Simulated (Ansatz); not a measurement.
hcp Co was calculated with PBEsol (plane waves, PAW; Ansatz, a program for electronic structure).

Numerical settings: plane-wave cutoff 520 eV, 30×30×16 k mesh (along the axes of the cell as run), Fermi–Dirac smearing 0.041 eV (set by the program), spin-polarised with parallel moments, scalar-relativistic PAW data made under PBE.

Computed at the level's own relaxed cell.

Task: Give the computed elastic constant C33, Voigt–Reuss–Hill bulk modulus, elastic constant C66, Poisson ratio, elastic constant C11, elastic constant C12, elastic constant C13 and elastic constant C44.

Result: 
* **elastic constant C33**: 467 GPa
* **Voigt–Reuss–Hill bulk modulus**: 247 GPa
* **elastic constant C66**: 113 GPa
* **Poisson ratio**: 0.288
* **elastic constant C11**: 421 GPa
* **elastic constant C12**: 194 GPa
* **elastic constant C13**: 132 GPa
* **elastic constant C44**: 111 GPa

Measured, for comparison: elastic constant C33 357 GPa, elastic constant C11 306 GPa, elastic constant C12 165 GPa, elastic constant C13 102 GPa, elastic constant C44 75 GPa (temperature not stated, no zero-point or thermal correction; as tabulated in Steinle-Neumann et al. (1999), arXiv:cond-mat/9904431). Computed (rounded) less measured: elastic constant C33 +31 %, elastic constant C11 +38 %, elastic constant C12 +18 %, elastic constant C13 +29 %, elastic constant C44 +48 %.

Elastic constants are with the ions relaxed.

Computing time: about 90 core-minutes (a rough figure).
